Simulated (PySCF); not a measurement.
**HAlO + F₂ → AlOF + HF**

Level: PBE0 in the def2-TZVP basis family, all electrons, no relativity, computed in PySCF with density fitting; open shells unrestricted.

| species | state and structure | E (Eh) | ZPE (kJ/mol) | H(298 K) − H(0) (kJ/mol) | S° (J/(mol K)) |
| --- | --- | --- | --- | --- | --- |
| HAlO | singlet, C∞v, Al–H 1.568 Å, Al–O 1.594 Å; H–Al–O 180.0° | -318.06818 | 23.7 | 10.2 | 221.0 |
| F₂ | singlet, D∞h, F–F 1.376 Å | -199.40856 | 6.6 | 8.7 | 201.9 |
| AlOF | singlet, C∞v, Al–F 1.631 Å, Al–O 1.593 Å; F–Al–O 180.0° | -417.34095 | 14.1 | 11.8 | 245.5 |
| HF | singlet, C∞v, H–F 0.920 Å | -100.39188 | 24.9 | 8.7 | 173.6 |

Q: What is the electronic reaction energy?

A: At PBE0/def2-TZVP, ΔE = -672.4 kJ/mol from the differences of the total energies times 2625.5, downhill. 

Q: Add zero-point, thermal and entropy terms for 298.15 K and 1 bar.

A: ΔZPE = 8.7 and Δ[H(298) − H(0)] = 1.6 kJ/mol give ΔH° = -662.1 kJ/mol. ΔS° = -3.8 J/(mol K), so ΔG° = -662.1 − 298.15 × (-0.0038) = -661 kJ/mol.

Only the bonding shown was studied: isomers, or loss of a ligand pair, can lie lower.
